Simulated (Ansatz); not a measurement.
# C₂H₃FS: how energies converge with the basis set

How large a basis does C₂H₃FS need? Two functionals are run in growing sets.

Program: Ansatz 0.2.0, Gaussian basis. Level of theory: one geometry, several basis sets. These are calculated values, not measurements.

The runs, in order: PBE0-D4/def2-SVP; ωB97M-V/def2-SVP; PBE0-D4/def2-QZVPP; ωB97M-V/def2-QZVPP; the functionals' def2-TZVPP values are taken from earlier runs.

### 1 The geometry

All runs share one geometry, relaxed beforehand with PBE0-D4 in a triple-zeta def2 set.

7 atoms, charge 0, spin multiplicity 1.

Atoms are counted from 1 here; the program's logs count them from 0.

Bond lengths: C1–C2 1.322 Å, C1–H5 1.079 Å, C1–H6 1.082 Å, C2–F3 1.337 Å, C2–S4 1.753 Å, S4–H7 1.341 Å. Angles: C2–C1–H5 121.2°, C2–C1–H6 119.5°, H5–C1–H6 119.3°, C1–C2–F3 120.8°, C1–C2–S4 130.2°, F3–C2–S4 109.0°, C2–S4–H7 95.0°.

Coordinates:

```
C    -0.5209    0.6332    0.4570
C     0.3235   -0.3694    0.2858
F     0.8795   -0.9830    1.3354
S     0.9087   -1.1183   -1.1876
H    -0.9732    1.1331   -0.3859
H    -0.7642    0.9599    1.4590
H     0.2079   -0.3234   -2.0093
```

### 2 PBE0-D4 in def2-SVP

Contents of in.yaml:

```yaml
crystal:
  periodic: [false, false, false]
  atoms:
    - {symbol: C, position_ang: [-0.520885, 0.633247, 0.457037]}
    - {symbol: C, position_ang: [0.323528, -0.369367, 0.285774]}
    - {symbol: F, position_ang: [0.879519, -0.983006, 1.335402]}
    - {symbol: S, position_ang: [0.908719, -1.118309, -1.187625]}
    - {symbol: H, position_ang: [-0.973238, 1.133068, -0.385918]}
    - {symbol: H, position_ang: [-0.764195, 0.959915, 1.458983]}
    - {symbol: H, position_ang: [0.207853, -0.323446, -2.009252]}
basis:
  gaussian: {orbitals: def2-SVP}
hamiltonian: {xc: pbe0, dispersion: d4}
output: {orbitals: {seedname: orbitals}}
```

Run with:

```console
$ ansatz run in.yaml --threads 2 --pin off --events-out ev --progress --plain --max-ram 4352MiB
```

After this run come: ωB97M-V in def2-SVP; PBE0-D4 in def2-QZVPP; ωB97M-V in def2-QZVPP.

Before running them: what should the planned runs give, taken together? Wanted: PBE0-D4: double and triple zeta above quadruple; ωB97M-V: double and triple zeta above quadruple.

As calculated:

```
                                       quantity           value
PBE0-D4: double and triple zeta above quadruple  10.11, 0.59 eV
ωB97M-V: double and triple zeta above quadruple  10.24, 0.56 eV
```

In words: PBE0-D4 gains 9.52 eV from double to triple zeta, then 0.59 eV more. Total energies overstate the basis error of differences, where much of it tends to cancel. The LUMO of ωB97M-V is positive and keeps falling with the basis (2.45 to 1.50 eV): an unbound level that the basis holds in place.
